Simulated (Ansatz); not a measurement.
For wurtzite AgI, PBE+SOC (Ansatz, a quantum-chemistry and plane-wave program, plane waves, PAW) gives:

```
Item                                                        Result
---------------------------------------------------------  -------
lattice parameter a                                        4.685 Å
lattice parameter c                                        7.665 Å
band gap at the measured cell (atoms relaxed with PBEsol)  1.14 eV
```

Problem. What does PBE0 (Ansatz, PAW) give for the same quantities?

Solution. 
- lattice constant a: 4.676 Å (falls by 0.2 %)
- lattice parameter c: 7.639 Å (shrinks by 0.3 %)
- band gap at the measured cell (atoms relaxed with PBEsol): 3.18 eV (grows by 2.04 eV)

For comparison: lattice constant a 4.591 Å (measured, temperature not stated, not corrected to a static lattice; as tabulated in Wikipedia's data pages); lattice parameter c 7.508 Å (measured, temperature not stated, no zero-point or thermal correction; as tabulated in Wikipedia's data pages); band gap 2.8 eV (measured, temperature not stated, not corrected to a static lattice, literature value; as tabulated in Bashouti et al. (2016), doi:10.1038/srep21439).

Changes are worked out from the printed values.

Unless a cell is named, each level is at its own relaxed cell (PBE+SOC 36.43, PBE0 36.17 Å³/atom).

Spin–orbit coupling is included only where a level's name says +SOC; with heavier elements it mostly lowers gaps and can invert bands. Density-functional gaps are differences of (generalised) Kohn–Sham levels.

Ansatz's density-functional and Hartree–Fock values are scalar-relativistic unless marked +SOC, with PAW data made under PBE.
